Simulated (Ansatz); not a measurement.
Basis-set extrapolation for `N=CCl` (PBE0-D4/def2-TZVP geometry, frozen core, Ansatz). Multiplicity 1, RHF reference.

```csv
,def2-TZVPP,def2-QZVPP
HF,-553.007312,-553.024470
MP2 correlation,-0.551449,-0.595475
CCSD(T) correlation,-0.603366,-0.645254
```

Energies in hartree. Use E(X) = E(∞) + A·exp(−7.88·√X) for Hartree–Fock and E(X) = E(∞) + B·X^(−2.97) for correlation, with X = 3 and 4.

Task: What is the CCSD(T) energy at the basis-set limit?

Result: HF limit: -553.024470 + (-0.017158) × 0.13774 = -553.02683. Correlation limit: -0.645254 + (-0.041888) × 0.74074 = -0.67628. Total: -553.70311 hartree, 242.7 kJ/mol below CCSD(T)/def2-TZVPP.
